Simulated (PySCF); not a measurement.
Computed with B3LYP-D3(BJ)/def2-TZVP in PySCF. Isolated molecules, 0 K electronic values unless said otherwise. B3LYP has the VWN-RPA correlation part, as in Gaussian. Delta-SCF ions had no search for a lower state. 

Reference species (SMILES): `CC` (neutral, multiplicity 1).

```
Item                                      Result
--------------------------------------  --------
HOMO–LUMO gap                           10.47 eV
S1 oscillator strength                     0.000
vertical ionisation energy (Delta-SCF)  12.26 eV
```

After one change: the HOMO–LUMO gap falls by 3.75 eV; the S1 oscillator strength is nearly the same; the vertical ionisation energy (Delta-SCF) falls by 2.35 eV.

Task: What was changed between the two runs? The new species is one of these.
(A) `C[SiH3]`
(B) `[SiH3][SiH3]`
(C) `[SiH3][GeH3]`
(D) `[NH3+][GaH3-]`

Result: D, `[NH3+][GaH3-]`
